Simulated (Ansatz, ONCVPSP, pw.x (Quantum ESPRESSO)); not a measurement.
# hafnium (Hf): one change to the ONCV potential, in the atom and in the fcc crystal

```
Element                 : Hf (Z = 72)
Generator               : ONCVPSP 4.0.1.1 (patched build)
Type                    : optimised norm-conserving Vanderbilt (ONCV)
Functional              : PBEsol
Relativity              : scalar-relativistic
Frozen core             : [Kr] 4d10 4f14
Valence charge          : 12
Reference configuration : 5s2 5p6 5d2 6s1 6p1
Partial waves           : 5s+6s: rc 1.95 bohr, ncon 3, nbas 6, qcut 7.4 1/bohr, 2 projectors; 5p+6p: rc 2.55 bohr, ncon 4, nbas 7, qcut 4.3 1/bohr, 2 projectors; 5d: rc 3.20 bohr, ncon 3, nbas 7, qcut 5.1 1/bohr, 3 projectors, debl 1.4 Ha
Local potential         : polynomial inside 1.30 bohr (lpopt 5, dvloc0 4 Ha)
Core correction         : Teter function, fcfact 5.25, rcfact 1
```

Change: p: rc 3.68.

Cutoffs, loose and tight: the cutoffs (Ha) at which the residual kinetic energy of the hardest occupied pseudo-wave falls to 1 and 0.1 mHa per electron. They do not see the model core or the augmentation charge, which bear on the density cutoff. Test errors are all-electron minus pseudo excitation energies from the reference, over the configurations 5s2 5p6 5d2 6s2 6p0; 5s2 5p6 5d2 6s1 6p0; 5s2 5p6 5d2 6s0 6p0; 5s2 5p6 5d2 6s1.5 6p0; variants that change the core or the reference have their own tests.

Crystal test: fcc Hf in pw.x 7.5, no spin, 13³ k-points, Fermi–Dirac smearing 0.01 Ry, cutoffs set for each file from its atomic test. The reference is all-electron LAPW (Ansatz 0.2.0) with the same functional, mesh and smearing; V0 and B0 come from Birch–Murnaghan fits to the pressures at five volumes. Errors are pseudo minus all-electron; Δ is the rms difference of the E(V) curves that follow from these fits, minima aligned, over ±6 % about the mean V0. Mesh and smearing are coarse, so the numbers serve the comparison and aren't converged zero-temperature values; the lattice is a test structure that the element need not adopt.

All-electron: a0 = 4.424 Å (V0 = 21.65 Å³/atom), B0 = 107.7 GPa.

Task: Does the change bring the crystal closer to the all-electron result?

Result: The mean pressure error goes from -1.27 to -1.74 GPa, so the change moves the solid further from the all-electron pressures.

```json
{"quantity": "outcome (atom)", "base": "generated", "changed": "generated"}
{"quantity": "cutoff, loose (atom)", "base": "16 Ha", "changed": "16 Ha"}
{"quantity": "cutoff, tight (atom)", "base": "19 Ha", "changed": "19 Ha"}
{"quantity": "bound ghosts (atom)", "base": "none", "changed": "none"}
{"quantity": "largest test error (meV) (atom)", "base": "+1.4", "changed": "-18"}
{"quantity": "cutoffs in pw.x (Ry)", "base": "50/200", "changed": "50/200"}
{"quantity": "a0 (Å)", "base": "4.406", "changed": "4.400"}
{"quantity": "a0 error (%)", "base": "-0.40", "changed": "-0.55"}
{"quantity": "B0 error (%)", "base": "-4.2", "changed": "-3.7"}
{"quantity": "Δ (meV/atom)", "base": "6.1", "changed": "8.4"}
{"quantity": "mean pressure error (GPa)", "base": "-1.27", "changed": "-1.74"}
```

Base: The largest radius (3.20 bohr) exceeds half the bond length (2.95 bohr), so the spheres overlap, which is one possible source of error among others. Changed file: The largest radius (3.68 bohr) exceeds half the bond length (2.95 bohr), so the spheres overlap, which is one possible source of error among others. This is a poor potential for the solid.
